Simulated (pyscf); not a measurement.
Optimised with ωB97X-D3(BJ)/def2-SVP in PySCF.

Question: For the elementary gas-phase step H₃C–Ag + SiH₄ → H₃C–SiH₃ + AgH (singlet surface; Ag–C, H–Si broken, C–Si, Ag–H formed), what barrier and reaction energy does ωB97M-D3(BJ)/def2-TZVP give, measured from the separated reactants?

Answer: ΔE‡ = 0.77 eV, ΔE = -0.40 eV. Zero-point energy shifts the barrier by +0.02 eV. It is a four-centre exchange, with an imaginary mode of 191i cm⁻¹. On the reactant side the descent ends in an adduct with a Ag–Si, Ag–H contact, 0.62 eV under the separated species and 1.17 eV under the saddle at ωB97X-D3(BJ)/def2-TZVP. On the product side the descent ends in an adduct with a Ag–Si contact, 0.37 eV under the separated species and 1.28 eV under the saddle at ωB97X-D3(BJ)/def2-TZVP. What is counted as formed (Ag–H) is already present as a longer contact in the reactant adduct; forming that adduct is a step of its own. At ωB97X-D3(BJ)/def2-TZVP the barrier from the zero used here is 0.55 eV. This is the saddle that the search found; another between the same sides may lie lower. Elements past Kr carry the def2 core potentials, without spin-orbit coupling.
